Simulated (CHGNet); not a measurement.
## Diamond-structure Ge

Computed with the machine-learned potential CHGNet-r²SCAN (trained on r²SCAN data).

Cell: relaxed at this level.

```
Quantity                                Value
------------------------------  -------------
equilibrium lattice constant a        5.682 Å
volume per atom                 22.93 Å³/atom
```

Measured, for comparison: lattice constant a 5.644 Å, equilibrium volume per atom 22.47 Å³/atom (static lattice: zero-point anharmonic expansion removed; as tabulated in Mejia-Rodriguez and Trickey (2018), arXiv:1807.09216). Computed (rounded) less measured: lattice constant a +0.7 %, equilibrium volume per atom +2.0 %.

A machine-learned potential is trained on density-functional data: it inherits that level's misses and adds fitting errors of its own.
